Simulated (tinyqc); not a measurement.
Inside a calculation. Method: RHF in the sto-3g basis, for HF, spin multiplicity 1. One step of it, computed by the program tinyqc.

Problem. Iteration 3: DIIS coefficients. Solve [B -1; -1 0][c; lambda] = [0; -1] for the coefficients, which sum to one.

B (overlaps of the stored error matrices):
$$\begin{pmatrix}
8.7342778e+02 & -2.2080370e-01 & 1.0660406e-01 \\
-2.2080370e-01 & 1.2435041e+00 & 2.1712240e-01 \\
1.0660406e-01 & 2.1712240e-01 & 4.2076782e-02
\end{pmatrix}$$

Give: DIIS coefficients.

Solution.

DIIS coefficients: [-0.0002, -0.2057, 1.2059]
